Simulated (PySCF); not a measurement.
# quartet PH2: levels of theory compared

Wanted: a comparison of 6 runs (U-wB97X-V/6-31G*, UB2PLYP/6-31G*, UB3LYP/6-31G*, UM06-2X/6-31G*, NEVPT2(5,5)/6-31G*, NEVPT2(7,6)/6-31G*) of quartet PH2. Input form: a Python script.

The results are computed with PySCF 2.14.0.

3 further runs of the same task are left out: 3 set aside as unsound or not needed.

### 1 The system as given

PH2 has 3 atoms, charge 0, and is taken as a quartet. SMILES of the parent species: `[PH2]`. The shape is that of a GFN2-xTB optimisation. That shape belongs to the parent species and isn't relaxed for this state.

Bond lengths: P1–H2 1.392 Å, P1–H3 1.392 Å. Angles: H2–P1–H3 91.4°.

### 2 A single-point energy at U-wB97X-V/6-31G(d) (spherical functions) (run 1)

Input file job.py:

```python
from pyscf import gto, dft

mol = gto.M(
    atom=[
    ('P', (0.514470, -0.302750, 0.252680)),
    ('H', (0.111510, 1.027360, 0.172420)),
    ('H', (-0.625980, -0.724620, -0.425100)),
],
    basis='6-31g*',
    spin=3,
    max_memory=1860,
    verbose=3,
    charge=0,
)

mf = dft.UKS(mol)
mf.xc = 'wb97x-v'
mf.conv_tol = 1e-10
mf.grids.level = 5
mf.nlcgrids.level = 1
mf.kernel()
if not mf.converged:
    mf = mf.newton().run(mf.mo_coeff, mf.mo_occ)

energy = mf.e_tot
print(f'total energy: {energy:.8f} hartree')
```

The run is started by

```bash
$ OMP_NUM_THREADS=1 python job.py
```

The log of the run:

```text
WARN: HOMO 0.069055531746828 >= LUMO -0.339878815106673

converged SCF energy = -342.175097780311  <S^2> = 3.7515028  2S+1 = 4.0007513
total energy: -342.17509778 hartree
```

It took 6.6 s on 1 thread of Arm Neoverse V2, shared host; peak memory 0.19 GiB.

### 3 A single-point energy at UB2PLYP/6-31G(d) (spherical functions) (run 2)

Input file geometry.xyz:

```xyz
3
H2P
P      0.514470    -0.302750     0.252680
H      0.111510     1.027360     0.172420
H     -0.625980    -0.724620    -0.425100
```

Input file run.py:

```python
from pyscf import gto, dft, mp

molecule = gto.M(
    atom='geometry.xyz',
    verbose=4,
    max_memory=1860,
    charge=0,
    spin=3,
    basis='6-31g*',
)

calc0 = dft.UKS(molecule)
calc0.xc = '0.53*HF + 0.47*B88, 0.73*LYP'
calc0.grids.level = 5
calc0.conv_tol = 1e-10
calc0.kernel()
if not calc0.converged:
    calc0 = calc0.newton().run(calc0.mo_coeff, calc0.mo_occ)

pt = mp.MP2(calc0, frozen=5).run()
etot = calc0.e_tot + 0.27 * pt.e_corr
print('PT2 part  %.8f' % (0.27 * pt.e_corr))
print('Final energy', etot)
```

The run is started by

```bash
$ OMP_NUM_THREADS=1 python run.py
```

The log of the run:

```text
PySCF version 2.14.0

[... 54 lines left out ...]
WARN: HOMO 0.0505368410276368 >= LUMO -0.320538074933746
[... 11 lines left out ...]
WARN: HOMO -0.104686844729471 >= LUMO -0.143806244423479
[... 11 lines left out ...]
WARN: HOMO -0.106356876987348 >= LUMO -0.141704535861704
[... 11 lines left out ...]
WARN: HOMO -0.106335959407356 >= LUMO -0.141633232023477
[... 11 lines left out ...]
WARN: HOMO -0.106335029617186 >= LUMO -0.141637089622977
[... 5 lines left out ...]
WARN: HOMO -0.10633504959733 >= LUMO -0.141637180466034

Extra cycle  E= -342.072241128966  delta_E= -2.84e-13  |g|= 1.97e-07  |ddm|= 1.99e-06
converged SCF energy = -342.072241128966  <S^2> = 3.7529239  2S+1 = 4.0014617

******** <class 'pyscf.mp.ump2.UMP2'> ********
nocc = (np.int64(5), np.int64(2)), nmo = (17, 17)
frozen orbitals 5
E(UMP2) = -342.157029353076  E_corr = -0.0847882241096765
E(SCS-UMP2) = -342.158257639293  E_corr = -0.0860165103268155
E_corr(same-spin) = -0.0181492599286111
E_corr(oppo-spin) = -0.0666389641810654
PT2 part  -0.02289282
Final energy -342.09513394947606
```

Wall time 2.1 s (1 thread of Arm Neoverse V2, shared host); peak memory 0.19 GiB.

### 4 A single-point energy at UB3LYP/6-31G(d) (spherical functions) (run 3)

Input file input.py:

```python
from pyscf import gto, dft

system = gto.Mole()
system.atom = [
    ('P', (0.514470, -0.302750, 0.252680)),
    ('H', (0.111510, 1.027360, 0.172420)),
    ('H', (-0.625980, -0.724620, -0.425100)),
]
system.charge = 0
system.max_memory = 1860
system.basis = '6-31g*'
system.verbose = 3
system.spin = 3
system.build()

mf = dft.UKS(system)
mf.xc = 'b3lyp'
mf.grids.level = 5
mf.conv_tol = 1e-10
mf.kernel()
if not mf.converged:
    mf = mf.newton().run(mf.mo_coeff, mf.mo_occ)

e_final = mf.e_tot
print('E = %.10f Eh' % e_final)
```

The run is started by

```bash
$ OMP_NUM_THREADS=1 python input.py
```

The log of the run:

```text
WARN: HOMO 0.0033358933566352 >= LUMO -0.315429839198417

WARN: HOMO -0.0790097896061908 >= LUMO -0.238901545440439

WARN: HOMO -0.065965614723253 >= LUMO -0.21480104641971

WARN: HOMO -0.0672539535341079 >= LUMO -0.214766592223222

WARN: HOMO -0.0674383519666777 >= LUMO -0.214736196486837

WARN: HOMO -0.0674191584765587 >= LUMO -0.214672273790815

WARN: HOMO -0.0674179031018387 >= LUMO -0.214667061020486

WARN: HOMO -0.0674184250894743 >= LUMO -0.214667689676098

WARN: HOMO -0.0674182951197919 >= LUMO -0.214667579164944

converged SCF energy = -342.261182752374  <S^2> = 3.7516306  2S+1 = 4.0008152
E = -342.2611827524 Eh
```

Wall time 2.1 s (1 thread of Arm Neoverse V2, shared host); peak memory 0.19 GiB.

Runs 4 to 5 aren't shown in full; the table further down has their settings and results.

### 5 The energy at NEVPT2(7,6)/6-31G(d) (spherical functions) (run 6)

Input file run.py:

```python
import numpy
from pyscf import gto, scf, mp, mcscf, mrpt

mol = gto.Mole()
mol.atom = 'P 0.514470 -0.302750 0.252680; H 0.111510 1.027360 0.172420; H -0.625980 -0.724620 -0.425100'
mol.spin = 3
mol.max_memory = 1860
mol.verbose = 3
mol.charge = 0
mol.basis = '6-31g*'
mol.build()

calc0 = mol.ROHF()
calc0.conv_tol = 1e-10
calc0.kernel()
if not calc0.converged:
    calc0 = calc0.newton().run(calc0.mo_coeff, calc0.mo_occ)

pt = mp.MP2(scf.addons.convert_to_uhf(calc0)).run()
noons, natorbs = mcscf.addons.make_natural_orbitals(pt)
print('natural occupations', numpy.round(noons[:40], 4))
cas = mcscf.CASSCF(calc0, 6, 7)
cas.fix_spin_(ss=3.75)
cas.natorb = True
cas.kernel(natorbs)
e_pt2 = mrpt.NEVPT(cas).kernel()
energy = cas.e_tot + e_pt2
print('Final energy', energy)
```

The run is started by

```bash
$ OMP_NUM_THREADS=1 python run.py
```

The log of the run:

```text
converged SCF energy = -341.629965473338
E(UMP2) = -341.703251127104  E_corr = -0.0732856537667662
E(SCS-UMP2) = -341.703565411672  E_corr = -0.0735999383344356
natural occupations [2.0000e+00 1.9999e+00 1.9998e+00 1.9997e+00 1.9997e+00 1.9821e+00
 1.9798e+00 9.9800e-01 9.9560e-01 9.9470e-01 1.2800e-02 6.6000e-03
 4.8000e-03 4.7000e-03 4.3000e-03 3.5000e-03 3.5000e-03 3.3000e-03
 2.4000e-03 2.4000e-03 2.0000e-03 3.0000e-04]
CASSCF energy = -341.649349385168
CASCI E = -341.649349385168  E(CI) = -11.3821502606760  S^2 = 3.7500000
Sr    (-1)',   E = -0.02853071564932
Si    (+1)',   E = -0.00008946284640
Sijrs (0)  ,   E = -0.00131486383802
Sijr  (+1) ,   E = -0.00127087939566
Srsi  (-1) ,   E = -0.00224883697590
Srs   (-2) ,   E = -0.02731991612396
Sij   (+2) ,   E = -0.00027533521866
Sir   (0)' ,   E = -0.00096857381924
Nevpt2 Energy = -0.062018583867160
Final energy -341.7113679690347
```

Wall time 1.1 s (1 thread of Arm Neoverse V2, shared host); peak memory 0.12 GiB.

### 6 Overview of the runs

```tsv
run	level	nlc grid	frozen core orbitals	energy (Eh)	dipole moment (D) of the reference	HOMO energy (eV)	⟨S²⟩	wall time
1	U-wB97X-V/6-31G* (spherical functions)	1	–	-342.175098	0.29	-4.06	3.752	6.6 s
2	UB2PLYP/6-31G* (spherical functions)	–	5	-342.095134	0.20	-2.89	3.753	2.1 s
3	UB3LYP/6-31G* (spherical functions)	–	–	-342.261183	0.32	-1.83	3.752	2.1 s
4	UM06-2X/6-31G* (spherical functions)	–	–	-342.207536	0.19	-2.81	3.753	3.3 s
5	NEVPT2(5,5)/6-31G* (spherical functions)	–	–	-341.707358	0.06	–	–	0.95 s
6	NEVPT2(7,6)/6-31G* (spherical functions)	–	–	-341.711368	0.06	–	–	1.1 s
```

### 7 What came out

| quantity | value |
| --- | --- |
| run 6: total energy | -341.71137 Eh |
| run 6: dipole moment (Hartree–Fock density) | 0.06 D |

What this shows: Over runs 1, 2, 3, 4 the dipole moment (its size) runs from 0.19 D (UM06-2X/6-31G*) to 0.32 D (UB3LYP/6-31G*). Totals of different functionals can't be ranked against each other. All runs together took 16 s, the longest 6.6 s.
